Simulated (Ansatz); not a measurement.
`CC[SiH3]` → H₂ + `CC[SiH]` at 298.15 K and 1 bar (silylene formation by 1,1-elimination).

Gas-phase electronic energies from Ansatz, PBE0-D4/def2-TZVP geometries. CCSD(T)/CBS adds triple-zeta CCSD(T) − MP2 to the extrapolated MP2 energy (def2 sets, frozen cores). This one scheme is used for every species.

| species | CCSD(T)/CBS energy (Eh) | H − E (kJ/mol) | S (J/(mol·K)) |
| --- | --- | --- | --- |
| `CC[SiH3]` | -369.99568 | 252.6 | 298.1 |
| H₂ | -1.17544 | 35.1 | 130.4 |
| `CC[SiH]` | -368.72354 | 201.6 | 291.2 |

H − E and S are ideal-gas, rigid-rotor, harmonic terms from PBE0-D4/def2-TZVP, for one conformer and one mirror image of each species. The MP2-based limit puts H₂ 0.8 mEh under its directly extrapolated value; such offsets cancel only in part. 1 Eh = 2625.50 kJ/mol, R = 8.31446 J/(mol·K).

Task: By hand: ΔE, ΔH, ΔS and ΔG.

Result: ΔE = (-1.17544) + (-368.72354) − (-369.99568) = 0.09670 Eh = 253.9 kJ/mol. Δ(H − E) = 35.1 + 201.6 − 252.6 = -15.9, so ΔH = 238.0 kJ/mol. ΔS = 130.4 + 291.2 − 298.1 = 123.5 J/(mol·K). ΔG = 238.0 − 298.15 × (123.5)/1000 = 201.2 kJ/mol.

Task: By hand: the equilibrium constant, and the temperature at which ΔG would vanish if ΔH and ΔS stayed fixed.

Result: log₁₀ K = −ΔG/(RT ln 10) = -35.2. ΔG = 0 at ΔH/ΔS = 1927 K.

The number of gas molecules changes by +1, which sets the sign of ΔS. A doubt of 5 kJ/mol in ΔE shifts log₁₀ K by 0.9 here. Other conformers and mirror images would add mixing entropy, several J/(mol·K) or more a flexible species. These are equilibria of isolated gas molecules and say nothing of rates. Largest T1 diagnostic: 0.012 (customary marks: 0.02 for closed shells, 0.045 for open ones).
